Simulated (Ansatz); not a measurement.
`N=C(CF)CF` at its PBE0-D4/def2-TZVP geometry, where that method's forces vanish. Total charge 0; spin multiplicity 1.

```xyz
11

N    -0.0735    1.2908   -1.1036
C     0.0155    0.3637   -0.2547
C     0.6122    0.6682    1.0898
F     1.1832   -0.4646    1.6420
C    -0.4743   -1.0443   -0.4511
F    -1.0788   -1.1726   -1.6778
H    -0.5476    0.9575   -1.9441
H     1.3722    1.4444    0.9912
H    -0.1711    1.0137    1.7736
H    -1.1984   -1.3084    0.3276
H     0.3605   -1.7484   -0.3929
```

**Question.** What forces (eV/Å) does PBE-D4/def2-TZVPP give on these atoms in the Gaussian-basis code of Ansatz? (An estimate is asked.)

**Answer.** Computed: 
```
N1   0.105  0.791 -0.329
C2   0.053 -0.378  0.419
C3  -0.132  0.250 -0.152
F4   0.303 -0.560  0.318
C5   0.145  0.032  0.305
F6  -0.311 -0.094 -0.622
H7  -0.178 -0.106 -0.323
H8   0.160  0.210 -0.020
H9  -0.185  0.112  0.159
H10 -0.150 -0.081  0.203
H11  0.191 -0.177  0.041
```
